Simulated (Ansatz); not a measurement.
# C2H4O2 (singlet): wave-function methods side by side, cc-pVDZ

Aim: climb from Hartree-Fock through coupled cluster and multireference methods for C2H4O2 (singlet) at one geometry and basis, and see what each rung misses.

The runs use Ansatz 0.2.0, Gaussian basis; cc-pVDZ, core rule «outside noble gas», up to 4 orbitals frozen.

To be run: UHF; CCSD(T) on RHF; BCCD(T) on RHF; CISD; CCSDT(Q) on RHF; CASSCF and MRCISD+Q, 8 electrons in 8 orbitals; CASSCF and NEVPT2, 8 electrons in 8 orbitals.

20 further runs of the same task are left out: 2 that didn't finish, 18 set aside as unsound or not needed.

## Step 1: The geometry

The geometry is an MP2(full)/6-31G* stationary point (not a proven minimum).

8 atoms, charge 0, spin multiplicity 1.

Atoms are counted from 1 here; the program's logs count them from 0.

Bond lengths: C1–O2 1.214 Å, C1–O3 1.345 Å, C1–H4 1.097 Å, O3–C5 1.443 Å, C5–H6 1.087 Å, C5–H7 1.090 Å, C5–H8 1.090 Å. Angles: O2–C1–O3 125.7°, O2–C1–H4 125.1°, O3–C1–H4 109.1°, C1–O3–C5 114.0°, O3–C5–H6 105.1°, O3–C5–H7 110.3°, O3–C5–H8 110.3°, H6–C5–H7 110.9°, H6–C5–H8 110.9°, H7–C5–H8 109.3°.

As a file:

```
C    -0.87952   -0.06327    0.00000
O    -0.65933   -1.25761    0.00000
O     0.05169    0.90744    0.00000
H    -1.87667    0.39520    0.00000
C     1.40859    0.41788    0.00000
H     2.03182    1.30876    0.00000
H     1.59281   -0.18557    0.88940
H     1.59281   -0.18557   -0.88940
```

## Step 2: UHF

Input file in.yaml:

```yaml
crystal:
  periodic: [false, false, false]
  atoms:
    - {symbol: C, position_ang: [-0.879518, -0.063269, 0.000000]}
    - {symbol: O, position_ang: [-0.659328, -1.257612, 0.000000]}
    - {symbol: O, position_ang: [0.051691, 0.907438, 0.000000]}
    - {symbol: H, position_ang: [-1.876669, 0.395195, 0.000000]}
    - {symbol: C, position_ang: [1.408590, 0.417884, 0.000000]}
    - {symbol: H, position_ang: [2.031825, 1.308761, 0.000000]}
    - {symbol: H, position_ang: [1.592812, -0.185575, 0.889397]}
    - {symbol: H, position_ang: [1.592812, -0.185575, -0.889397]}
basis:
  gaussian: {orbitals: cc-pVDZ}
magnetization: {spin_polarized: true, initial_magnetization: 0}
hamiltonian: {xc: hf}
output: {orbitals: {seedname: orbitals}}
```

Started as:

```bash
ansatz run in.yaml --threads 1 --pin off --events-out ev --progress --plain --max-ram 2560MiB --backend cpu
```

After this run come: CCSD(T) on RHF; BCCD(T) on RHF; CISD; CCSDT(Q) on RHF; CASSCF and MRCISD+Q, 8 electrons in 8 orbitals; CASSCF and NEVPT2, 8 electrons in 8 orbitals.

Q: Predict the results of all the runs planned. Wanted: RCCSDT(Q) below the RHF energy; RMP2 from RCCSDT(Q); RCCSD from RCCSDT(Q); RCCSD(T) from RCCSDT(Q); MRCISD+Q frontier from RCCSDT(Q); T1 diagnostic.

As calculated:

| quantity | value |
| --- | --- |
| RCCSDT(Q) below the RHF energy | -18.7773 eV |
| RMP2 from RCCSDT(Q) | +1358.4 meV |
| RCCSD from RCCSDT(Q) | +632.6 meV |
| RCCSD(T) from RCCSDT(Q) | +71.8 meV |
| MRCISD+Q frontier from RCCSDT(Q) | +386.1 meV |
| levels within 1 kcal/mol (43 meV) | none |
| T1 diagnostic | 0.016 |

**Reading.** RCCSD(T) lands +71.8 meV from the yardstick (0.4 % of the correlation energy). These misses are within one basis, not against nature.
